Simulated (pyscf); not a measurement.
H₃C–SiH₂–Cl → H₃Si–CH₂–Cl, a concerted two-bond exchange (singlet surface; C–H, Cl–Si broken, C–Cl, H–Si formed). Single points on ωB97X-D3(BJ)/def2-SVP structures (PySCF, gas phase). MP2 and CC: frozen core, UHF for open shells. ΔMP2 is the change of the MP2 total energy from the triple- to the quadruple-zeta basis. Energies in eV from the reactant's lowest minimum found.

Small-basis levels: PySCF, no dispersion term, spherical d functions. 

**Question.** Quick HF/STO-3G single points give ΔE‡ = 6.89 eV and ΔE = +1.87 eV. What does CCSD(T)/def2-TZVPP + ΔMP2(QZVPP) give, and how far is the quick result from it?

**Answer.** CCSD(T)/def2-TZVPP + ΔMP2(QZVPP) gives ΔE‡ = 4.35 eV and ΔE = +1.84 eV. HF/STO-3G lies 2.54 eV over it in the barrier and 0.03 eV over it in the reaction energy, so on this step it does not hold to within 0.13 eV. CCSD(T)/def2-TZVPP + ΔMP2(QZVPP) has limits of its own. The same reactants have a lower exit, to H₃C–Si:–Cl [singlet] + H₂ (barrier +3.07 eV at ωB97M-D3(BJ)/def2-TZVP, against +4.33 eV here). One saddle was located; it need not be the lowest between these sides. The CCSD(T) − MP2 part came from Ansatz, without density fitting, on the same reference.
